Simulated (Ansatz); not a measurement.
Job for Ansatz (a quantum-chemistry and plane-wave program): U-PBE/cc-pVTZ on propyne (SMILES C#CC), a point of a bond scan (R = 1.274 Å).

Ansatz 0.2 input:
```yaml
crystal:
  periodic: [false, false, false]
  atoms:
    - {symbol: C, position_ang: [-1.21952000, -0.12580353, -0.15711415]}
    - {symbol: C, position_ang: [0.21519268, 0.02219890, 0.02772387]}
    - {symbol: C, position_ang: [1.39869570, 0.14428698, 0.18019786]}
    - {symbol: H, position_ang: [-1.44598792, -1.00663294, -0.76123089]}
    - {symbol: H, position_ang: [-1.63959773, 0.74635303, -0.66207238]}
    - {symbol: H, position_ang: [-1.72702684, -0.23618072, 0.80328101]}
    - {symbol: H, position_ang: [2.65594348, 0.27398245, 0.34217259]}
basis:
  gaussian:
    orbitals: cc-pVTZ
hamiltonian:
  xc: {name: PBE}
magnetization: {spin_polarized: true, initial_magnetization: 0}
```

The head of its log:

```
WARN ansatz: RAYON_NUM_THREADS=1 ignored (pool sized by the plan → 1); use --threads N
Functional definition: PBE
integrals: 0.04 GiB planned
732 factors; their error is unknown
mean field: 0.49 GiB planned
mean field evaluation 1: about -3160.6463 eV, gradient 4.5e1 eV
mean field evaluation 2: about -3146.7614 eV, gradient 6.6e1 eV
```

Problem. Predict the final total energy.

Solution. -116.5115 hartree.
